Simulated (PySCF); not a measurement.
## Phosphorus: a sound run and one with changed settings

Sound run: P [Ne] 3s2 3p3, P⁺ [Ne] 3s2 3p2. Computed with PySCF 2.14 in pcseg-2 (5s4p2d1f, 34 functions), with the non-relativistic Hamiltonian (point nucleus). In the sound run the correlated levels freeze [Ne]. The sound run starts from symmetry-adapted Hartree-Fock orbitals and uses a fine grid where one is needed.

Changed run: a valence shell is frozen. This setting is unsound on purpose.

```tsv
species	method	sound run (hartree)	changed run (hartree)	converged
P	MP2	-340.78445	-340.72492	yes
P	CCSD(T)	-340.80402	-340.72978	yes
P⁺	MP2	-340.40357	-340.35030	yes
P⁺	CCSD(T)	-340.42493	-340.35261	yes
```

Ionisation energy of P:

```
 method  sound run (eV)  changed run (eV)
    UHF           9.927             9.927
    MP2          10.364            10.194
SCS-MP2          10.219            10.016
   CCSD          10.292            10.258
CCSD(T)          10.316            10.263
```

Freezing a valence shell removes pair correlation that changes on ionisation.

For comparison, NIST gives 10.487 eV between the lowest levels.
